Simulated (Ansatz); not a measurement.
A made-up structure of C2H3Si (charge +1), closed shell:

| atom | x (Å) | y (Å) | z (Å) |
| --- | --- | --- | --- |
| C1 | -1.3656 | -1.2398 | -0.6315 |
| C2 | -0.4147 | -0.3765 | -0.1918 |
| Si3 | 0.9508 | 0.8632 | 0.4397 |
| H4 | -2.2078 | -2.0043 | -1.0209 |
| H5 | 2.0541 | 1.4645 | -0.6239 |
| H6 | 0.9833 | 1.2929 | 2.0284 |

It is relaxed with PBE-D4/def2-SVP and then PBE0-D4/def2-TZVP (Ansatz 0.2.0). Atoms count as bonded within 1.22 times the sum of their covalent radii (H–H: 0.88 Å). The end point is not checked to be a true minimum.

Problem. Does its bonding change? (Judge from chemistry; the calculation decides.)

Solution. The calculation gives: No: no bond forms or breaks.

Where it ends: The first stage lowers the energy by 1.48 eV in 4 steps. It ends as C₂H₃Si ([CH][C][SiH2]), total charge +1:
C1  (-1.219, -1.107, -0.564)
C2  (-0.370, -0.336, -0.171)
Si3  (0.849, 0.771, 0.393)
H4  (-1.971, -1.789, -0.911)
H5  (1.834, 1.307, -0.557)
H6  (0.878, 1.154, 1.811)
(Å)

Labels in which every atom is bracketed show which atoms are joined, not bond orders.

For scale, one of the runs: PBE0-D4/def2-TZVP relaxation, 117 basis functions, launched by `ansatz run in.yaml --threads 2 --pin off --events-out ev --progress --plain --max-ram 4352MiB`. Hardware: 2 CPU threads of an Arm Neoverse V1, shared host. Wall time about 8 s.
